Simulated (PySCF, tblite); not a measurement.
**C₂H₃LiN+, an ion with solvent molecules: NMR shifts, interaction energy, infrared bands, spin-spin couplings and core binding energies**

An exercise on one series of results from a longer session: the logs are not shown, and one member is left open.

Programs: tblite 0.8.0 and PySCF 2.14.0. All values are calculated, for the isolated system unless a continuum is named. Atoms count from 0, parts from 1.

### The system as given

7 atoms, charge 1, multiplicity 1; geometry: rigid parts in contact. Parts: 1 = atom 0, `[Li+]`, charge 1; 2 = atoms 1–6, `CC#N`, charge 0.

The first run:

What the job is given:

```
{"job": {"kind": "dock", "xc": "GFN2-xTB", "basis": "xTB"}, "charge": 1, "multiplicity": 1, "parts": [{"atoms": "0-0", "charge": 1, "multiplicity": 1}, {"atoms": "1-6", "charge": 0, "multiplicity": 1}]}
Li     0.000000     0.000000     0.000000
C     -0.338510    -0.953511    -4.694995
C     -0.567383    -0.918437    -3.277115
N     -0.747986    -0.888714    -2.149264
H     -0.894181    -1.780995    -5.134573
H     -0.672365    -0.016503    -5.139018
H      0.725188    -1.087531    -4.888653
```

Method: GFN2-xTB search for minima from random contacts, gas phase.

Run with:

```sh
$ OMP_NUM_THREADS=1 python cluster_run.py task.json out
```

This one command runs all jobs of the session in turn.

Among the steps run: Search for minima with GFN2-xTB; Geometry optimisation at PBE0-D3(BJ)/def2-TZVPD; NMR shieldings: PBE0/pcSseg-2; Coupled-cluster interaction energy: CCSD(T) and MP2.

One of the session's tables, all rows but one given; the rest of the session is left out.

It belongs to the step «Coupled-cluster interaction energy: CCSD(T) and MP2». 

```
                 method  interaction energy (kcal/mol)
         HF/aug-cc-pVDZ                         -44.68
        MP2/aug-cc-pVDZ                         -41.66
       CCSD/aug-cc-pVDZ                         -41.81
    CCSD(T)/aug-cc-pVDZ                              ?
         HF/aug-cc-pVQZ                         -45.91
        MP2/aug-cc-pVQZ                         -42.93
    SCS-MP2/aug-cc-pVQZ                         -43.00
      MP2, extrapolated                         -43.02
CCSD(T), limit estimate                         -42.90
```

Q: Estimate the row for CCSD(T)/aug-cc-pVDZ from the others.

The run gave: interaction energy (kcal/mol): -41.54. In the column «interaction energy (kcal/mol)» it is the highest.
